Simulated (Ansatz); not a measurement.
Job for Ansatz (an electronic-structure program): R-CCSD(T)/cc-pV(T+d)Z on DMSO (SMILES CS(C)=O), a point of a torsion scan. Files ending in .json are basis or fitting sets from the Basis Set Exchange.

Ansatz 0.2 input:
```yaml
crystal:
  periodic: [false, false, false]
  atoms:
    - {symbol: C, position_ang: [-1.44225226, -0.05861850, -0.31000454]}
    - {symbol: S, position_ang: [0.02583941, -0.42539148, 0.76437142]}
    - {symbol: C, position_ang: [-0.64854596, -2.01107964, 1.43775877]}
    - {symbol: O, position_ang: [1.10982190, -0.79587836, -0.14332252]}
    - {symbol: H, position_ang: [-1.93463830, -0.97045551, -0.62643180]}
    - {symbol: H, position_ang: [-1.08238606, 0.49547385, -1.16933869]}
    - {symbol: H, position_ang: [-2.12709825, 0.55274722, 0.26803842]}
    - {symbol: H, position_ang: [-0.77064586, -2.72143775, 0.62766004]}
    - {symbol: H, position_ang: [0.06739211, -2.39647772, 2.15646086]}
    - {symbol: H, position_ang: [-1.59277458, -1.80381001, 1.92737070]}
basis:
  gaussian:
    orbitals: cc-pV_T+d_Z.json
magnetization: {spin_polarized: false}
correlation: {method: ccsd_t, electrons: outside_noble_gas}
scf: {lower_state_search: off}
```

### Question
What total energy does the run end on?

### Answer
-552.5050 hartree (reference determinant -551.6547, T1 diagnostic 0.015).

### Question
How many basis functions does it have, and what does it roughly cost on one machine?

### Answer
213 functions; about 5 core-minutes (a rough figure).
